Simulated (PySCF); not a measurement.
# Electronic absorption of 2-methyltetrahydrothiophene

Species: 2-methyltetrahydrothiophene, C₅H₁₀S.
InChI=1S/C5H10S/c1-5-3-2-4-6-5/h5H,2-4H2,1H3/t5-/m1/s1

Theory: TDDFT CAM-B3LYP/def2-SVPD, vertical, gas phase, core orbitals frozen in the response in PySCF. Isolated species at its PBE0-D3(BJ)/def2-SVP geometry (one conformer only).

List the vertical singlet excitations with oscillator strengths and describe the spectrum.

| state | E (eV) | λ (nm) | ν̃ (cm⁻¹) | f | \|μ\| (D) | main configurations (H = HOMO, L = LUMO) |
| --- | --- | --- | --- | --- | --- | --- |
| S1 | 5.17 | 239.9 | 41690 | 0.0002 | 0.10 | H→L+1 (70%), H→L+4 (11%) |
| S2 | 6.01 | 206.1 | 48510 | 0.030 | 1.14 | H→L (82%) |
| S3 | 6.33 | 195.8 | 51080 | 0.0050 | 0.45 | H→L+2 (55%), H→L+3 (24%) |
| S4 | 6.53 | 190.0 | 52630 | 0.027 | 1.05 | H→L+3 (52%), H→L+2 (30%), H→L+4 (9%) |
| S5 | 7.08 | 175.2 | 57090 | 0.012 | 0.67 | H→L+4 (45%), H→L+1 (19%), H→L+9 (11%) |
| S6 | 7.42 | 167.1 | 59860 | 0.0065 | 0.48 | H→L+5 (76%) |
| S7 | 7.68 | 161.4 | 61970 | 0.0069 | 0.49 | H→L+9 (33%), H→L+4 (25%), H→L+7 (22%) |
| S8 | 7.77 | 159.6 | 62660 | 0.012 | 0.65 | H→L+6 (75%), H→L+10 (11%) |
| S9 | 8.03 | 154.3 | 64810 | 0.066 | 1.47 | H-1→L+1 (69%) |
| S10 | 8.09 | 153.2 | 65280 | 0.064 | 1.45 | H→L+8 (72%), H→L+9 (10%) |

Triplets (Tamm–Dancoff): T1 4.74 eV, H→L+1 (62%), H→L+4 (13%), H→L+9 (11%); T2 5.69 eV, H→L+2 (24%), H→L (23%), H→L+5 (20%); T3 5.90 eV, H→L (55%), H→L+3 (20%), H→L+2 (13%); T4 6.37 eV, H→L+3 (43%), H→L+2 (38%), H→L+4 (8%).

The lowest singlet lies at 5.17 eV (240 nm, ultraviolet) and is dark (f under 0.0005); its leading configuration is HOMO→LUMO+1 (70%). The largest oscillator strength of a single state is 0.066. Löwdin shares by element: HOMO sulfur 69%, carbon 19% or more; LUMO carbon 23% or more, sulfur 16%, hydrogen 8% or more (atoms not listed hold the other 52%). Weighted by f, the mean energy of these states is 7.48 eV. Of the 10 states listed, 6 reach f = 0.01 and 1 stays under 0.0005. Orbital energies (eV): HOMO-3 -10.90, HOMO-2 -10.79, HOMO-1 -9.83, HOMO -7.50, LUMO 1.30, LUMO+1 1.36, LUMO+2 1.78. The vertical ionisation energy (ΔSCF) is 8.33 eV, 0.23 eV above S10. Only the lowest 10 singlets were computed, as vertical energies without vibronic structure.
